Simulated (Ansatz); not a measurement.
# AlSiH3 (singlet): from a generated start to a stationary point

Aim: relax a generated start of AlSiH3 (singlet) and see which bonds hold.

The runs use Ansatz 0.2.0, Gaussian basis; RKS PBE0/def2-TZVP.

## (1) The starting structure

5 atoms, charge 0, spin multiplicity 1.

Atoms are counted from 1 here; the program's logs count them from 0.

Bond lengths: Si1–Al2 2.404 Å, Si1–H3 1.478 Å, Si1–H4 1.520 Å, Si1–H5 1.520 Å. Angles: Al2–Si1–H3 156.7°, Al2–Si1–H4 91.8°, Al2–Si1–H5 91.8°, H3–Si1–H4 103.2°, H3–Si1–H5 103.2°, H4–Si1–H5 98.9°.

Coordinates:

```xyz
5

Si   -1.0300    0.3617    0.0128
Al    1.2553   -0.3847   -0.0166
H    -2.1383    1.3388    0.0158
H    -1.3601   -0.5396    1.1911
H    -1.4037   -0.5818   -1.1184
```

The start was built by rule and, where that kept it together, relaxed with GFN2-xTB. Sticks and bond lists go by distance. 

## (2) Relaxation

The input, in.yaml:

```yaml
crystal:
  periodic: [false, false, false]
  atoms:
    - {symbol: Si, position_ang: [-1.030000, 0.361742, 0.012814]}
    - {symbol: Al, position_ang: [1.255272, -0.384666, -0.016644]}
    - {symbol: H, position_ang: [-2.138310, 1.338828, 0.015849]}
    - {symbol: H, position_ang: [-1.360148, -0.539561, 1.191078]}
    - {symbol: H, position_ang: [-1.403718, -0.581807, -1.118424]}
basis:
  gaussian: {orbitals: def2-TZVP}
hamiltonian: {xc: pbe0}
relax: {f_tol: 0.004, max_steps: 80}
```

Command:

```sh
> ansatz run in.yaml --threads 1 --pin off --events-out ev --progress --plain --max-ram 1740MiB
```

What does the calculation give? Wanted: energy gained; shift from the start; total energy; dipole moment.

The runs gave:

| quantity | value |
| --- | --- |
| steps | 8 |
| energy gained | 0.241 eV |
| shift from the start (rms) | 0.389 Å |
| total energy | -14515.7663 eV |
| dipole moment | 1.22 D |

The bonds of the start are those of the end. Si1–Al2 went from 2.404 to 2.589 Å. No vibrations were run, so this is a stationary point, not a proven minimum, and this spin need not be the ground state's.
